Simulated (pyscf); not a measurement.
This saddle point was located with ωB97X-D3(BJ)/def2-SVP in PySCF.

```
C
H 1 1.1029
S 1 1.5804 2 127.39
H 1 1.3011 2 110.91 3 -179.93
H 4 1.0063 2 147.45 1 -179.97
```
Charge 0, spin multiplicity 2.

Surface: doublet, charge 0. Lowest wavenumbers (cm⁻¹): 1613i, 334, 395, 995, 1108.

Q: What reaction is this the transition state of?

A: `[CH2]=[S]` + `[H]` [doublet] <-> `[CH]=[S]` [doublet] + `[H][H]`, a hydrogen abstraction read from left to right: C–H broken and H–H formed. At ωB97M-D3(BJ)/def2-TZVP it lies +8.3 kcal/mol from the left side and +17.7 kcal/mol from the right (each side as separated species at their lowest minima found). The same reactants have a lower exit, to H₃C–S• (no saddle found, reaction energy -58.0 kcal/mol at ωB97M-D3(BJ)/def2-TZVP, against +8.3 kcal/mol here). One saddle was located; it need not be the lowest between these sides. The angle at the transferred H is 179°.
